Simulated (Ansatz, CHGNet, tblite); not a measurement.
**Tetradymite Bi2Te3: properties by level of theory**

Reference values: lattice constant a 4.386 Å (measured, temperature not stated, no zero-point or thermal correction; as tabulated in Luo et al. (2012), arXiv:1308.1523); lattice parameter c 30.497 Å (measured, temperature not stated, no zero-point or thermal correction; as tabulated in Luo et al. (2012), arXiv:1308.1523).

```
level (code)       lattice parameter a (Å)  lattice parameter c (Å)
-----------------  -----------------------  -----------------------
GFN2-xTB (tblite)                    4.274                   33.234
CHGNet 0.3.0                         4.427                   37.626
LDA (Ansatz)                         4.353                   29.881
PBE (Ansatz)                         4.448                   32.058
```

Differences from the reference values (errors of the level alone only where the reference is corrected to a static lattice):

```
level         lattice constant a (%)  lattice parameter c (%)
------------  ----------------------  -----------------------
GFN2-xTB                       -2.55                    +8.97
CHGNet 0.3.0                   +0.93                      +23
LDA                            -0.75                    -2.02
PBE                            +1.41                    +5.12
```

Nearest: lattice constant a, not ranked (reference at room or unstated temperature); lattice parameter c, not ranked (reference at room or unstated temperature). Values with a doubt, or to which a potential was fitted, aren't ranked.

Machine-learned potentials (CHGNet 0.3.0) are trained on DFT data: a solid inside that data is no test of them.

Caveats: LDA has no dispersion term either, though it tends to give short spacings of layers, chains or molecules (LDA); for a layered or molecular solid the relaxed cell lies over 5 % above the published volume, where the minimum can be shallow (PBE); the cell comes from a level without a dispersion term, which matters for the spacing of layers, chains or molecules (PBE); the cell has another shape than the first-principles one, perhaps another minimum in the same group (CHGNet 0.3.0); the cell moved over 20 % in volume from its start (CHGNet 0.3.0); the method was fitted mainly to molecules (GFN2-xTB); the run uses a supercell at the zone centre in place of a k mesh (GFN2-xTB). Ansatz's density-functional and Hartree–Fock values are scalar-relativistic unless marked +SOC, with PAW data made under PBE.

Differences are worked out from the printed values.

Static lattice: no zero-point or thermal effects.

Ansatz is a quantum-chemistry and plane-wave program.
